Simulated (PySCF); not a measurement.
PySCF input (PBE/6-31+G*):

```python
import numpy as np, basis_set_exchange as bse
from pyscf import gto, scf, dft, df

basis = {'F': gto.basis.parse(bse.get_basis('6-31+G*', elements=['F'], fmt='nwchem')), 'H': gto.basis.parse(bse.get_basis('6-31+G*', elements=['H'], fmt='nwchem')), 'O': gto.basis.parse(bse.get_basis('6-31+G*', elements=['O'], fmt='nwchem'))}
mol = gto.M(
    atom='''
    F    -0.02225252    1.11779558   -0.29098290
    O     0.18529947   -0.00260891    0.50398691
    F    -0.07464433   -1.11750055   -0.28329124
    H    -0.61032413    0.01821598    1.13657204
    ''',
    basis=basis,
    charge=1,
    verbose=4,
    max_memory=8640,
)
mf = dft.RKS(mol, xc='pbe')
mf.grids.level = 3
mf.conv_tol = 1e-9
mf.max_cycle = 100
print('smallest overlap eigenvalue', np.linalg.eigvalsh(mol.intor('int1e_ovlp'))[0])
mf.kernel()
dip = mf.dip_moment()
```

Output:

```
PySCF version 2.14.0

[INPUT] verbose = 4
[INPUT] num. atoms = 4
[INPUT] num. electrons = 26
[INPUT] charge = 1
[INPUT] spin (= nelec alpha-beta = 2S) = 0
[INPUT] symmetry False subgroup None
[INPUT] Mole.unit = angstrom
[INPUT] Symbol           X                Y                Z      unit          X                Y                Z       unit  Magmom
[INPUT]  1 F     -0.022252520000   1.117795580000  -0.290982900000 AA   -0.042051168381   2.112327509449  -0.549877987932 Bohr   0.0
[INPUT]  2 O      0.185299470000  -0.002608910000   0.503986910000 AA    0.350165249327  -0.004930125384   0.952397230266 Bohr   0.0
[INPUT]  3 F     -0.074644330000  -1.117500550000  -0.283291240000 AA   -0.141057340452  -2.111769983551  -0.535342857088 Bohr   0.0
[INPUT]  4 H     -0.610324130000   0.018215980000   1.136572040000 AA   -1.153345452913   0.034423213291   2.147809876438 Bohr   0.0

nuclear repulsion = 83.2054812293035
number of shells = 26
number of NR pGTOs = 97
number of NR cGTOs = 56
basis = {'F': [[0, [7001.71309, 0.001819616901], [1051.36609, 0.01391607961], [239.28569, 0.06840532453], [67.3974453, 0.2331857601], [21.5199573, 0.4712674392], [7.4031013, 0.3566185462]], [0, [20.8479528, -0.1085069751], [4.80830834, -0.1464516581], [1.34406986, 1.128688581]], [0, [0.358151393, 1.0]], [0, [0.1076, 1.0]], [1, [20.8479528, 0.07162872424], [4.80830834, 0.3459121027], [1.34406986, 0.7224699564]], [1, [0.358151393, 1.0]], [1, [0.1076, 1.0]], [2, [0.8, 1.0]]], 'H': [[0, [18.73113696, 0.03349460434], [2.825394365, 0.2347269535], [0.6401216923, 0.8137573261]], [0, [0.1612777588, 1.0]]], 'O': [[0, [5484.67166, 0.00183107443], [825.234946, 0.0139501722], [188.046958, 0.0684450781], [52.9645, 0.232714336], [16.8975704, 0.470192898], [5.79963534, 0.358520853]], [0, [15.53961625, -0.1107775495], [3.599933586, -0.1480262627], [1.01376175, 1.130767015]], [0, [0.2700058226, 1.0]], [0, [0.0845, 1.0]], [1, [15.53961625, 0.07087426823], [3.599933586, 0.3397528391], [1.01376175, 0.7271585773]], [1, [0.2700058226, 1.0]], [1, [0.0845, 1.0]], [2, [0.8, 1.0]]]}
ecp = {}
smallest overlap eigenvalue 0.0015803012972678415

******** <class 'pyscf.dft.rks.RKS'> ********
method = RKS
initial guess = minao
damping factor = 0
level_shift factor = 0
DIIS = <class 'pyscf.scf.diis.CDIIS'>
diis_start_cycle = 1
diis_space = 8
diis_damp = 0
SCF conv_tol = 1e-09
SCF conv_tol_grad = None
SCF max_cycles = 100
direct_scf = True
direct_scf_tol = 1e-13
XC library pyscf.dft.libxc version 7.1.2
    S. Lehtola, C. Steigemann, M. J. T. Oliveira, and M. A. L. Marques,  SoftwareX 7, 1–5 (2018)
XC functionals = pbe
    J. P. Perdew, K. Burke, and M. Ernzerhof,  Phys. Rev. Lett. 77, 3865 (1996)
    J. P. Perdew, K. Burke, and M. Ernzerhof,  Phys. Rev. Lett. 78, 1396 (1997)
    J. P. Perdew, K. Burke, and M. Ernzerhof,  Phys. Rev. Lett. 77, 3865 (1996)
    J. P. Perdew, K. Burke, and M. Ernzerhof,  Phys. Rev. Lett. 78, 1396 (1997)
radial grids:
    Treutler-Ahlrichs [JCP 102, 346 (1995); DOI:10.1063/1.469408] (M4) radial grids

becke partition: Becke, JCP 88, 2547 (1988); DOI:10.1063/1.454033
pruning grids: <function nwchem_prune>
grids dens level: 3
symmetrized grids: False
atomic radii adjust function: <function treutler_atomic_radii_adjust>
small_rho_cutoff = 0
Set gradient conv threshold to 3.16228e-05
Initial guess from minao.
tot grids = 52416
init E= -275.421267306196
  HOMO = -0.348068028494558  LUMO = -0.129486456483587  gap/eV = 5.94791
cycle= 1 E= -274.494660737883  delta_E= 0.927  |g|= 0.739  |ddm|= 1.88
  HOMO = -0.696622697338908  LUMO = -0.591908401673819  gap/eV = 2.84942
cycle= 2 E= -273.886992314922  delta_E= 0.608  |g|= 1.99  |ddm|=  1.5
  HOMO = -0.694426798321864  LUMO = -0.541931683991139  gap/eV = 4.14960
cycle= 3 E= -274.597560313876  delta_E= -0.711  |g|= 0.232  |ddm|= 1.12
  HOMO = -0.65759426002606  LUMO = -0.499281284849815  gap/eV = 4.30792
cycle= 4 E= -274.605381556439  delta_E= -0.00782  |g|= 0.0621  |ddm|= 0.155
  HOMO = -0.665212704281672  LUMO = -0.507324964592512  gap/eV = 4.29634
cycle= 5 E= -274.606001781512  delta_E= -0.00062  |g|= 0.0136  |ddm|= 0.0528
  HOMO = -0.66355902875509  LUMO = -0.505903311882582  gap/eV = 4.29003
cycle= 6 E= -274.606040220361  delta_E= -3.84e-05  |g|= 0.00123  |ddm|= 0.0135
  HOMO = -0.663614827423298  LUMO = -0.505997166143636  gap/eV = 4.28900
cycle= 7 E= -274.606040502333  delta_E= -2.82e-07  |g|= 0.000184  |ddm|= 0.000893
  HOMO = -0.663628681554923  LUMO = -0.506012831468637  gap/eV = 4.28895
cycle= 8 E= -274.606040485991  delta_E= 1.63e-08  |g|= 0.000348  |ddm|= 0.000354
  HOMO = -0.663631989207756  LUMO = -0.506016451861474  gap/eV = 4.28894
cycle= 9 E= -274.606040509098  delta_E= -2.31e-08  |g|= 9.82e-06  |ddm|= 0.000242
  HOMO = -0.663633175004519  LUMO = -0.506017644960849  gap/eV = 4.28894
cycle= 10 E= -274.606040509115  delta_E= -1.75e-11  |g|= 3.15e-06  |ddm|= 1.16e-05
  HOMO = -0.663632639396162  LUMO = -0.506017210304915  gap/eV = 4.28893
Extra cycle  E= -274.606040509117  delta_E= -1.42e-12  |g|= 2.72e-06  |ddm|= 5.76e-06
converged SCF energy = -274.606040509117

WARN: System has nonzero charge 1; the dipole moment is origin-dependent.
Location of origin: [0. 0. 0.]

Dipole moment(X, Y, Z, Debye): -1.35355,  0.04099,  2.69158
```
